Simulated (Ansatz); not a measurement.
Results of rVV10 (plane waves, PAW; Ansatz, an electronic-structure program) for 1T (CdI2-type) PtSe2.

Settings: plane-wave cutoff 520 eV, 12×12×8 k mesh (along the axes of the cell as run), Fermi–Dirac smearing 0.01 eV, scalar-relativistic PAW data made under PBE.

Response to compression and expansion:

Shape and atoms are relaxed at each volume.

| V (Å³/atom) | P (GPa) | c (Å) | a (Å) |
|---|---|---|---|
| 20.931 | 2.04 | 4.984 | 3.814 |
| 21.367 | 0.88 | 5.071 | 3.821 |
| 21.803 | 0.00 | 5.162 | 3.825 |
| 22.239 | -0.68 | 5.260 | 3.827 |
| 22.675 | -1.23 | 5.358 | 3.829 |

Note: the bulk modulus comes from volumes at which shape and atoms were relaxed.
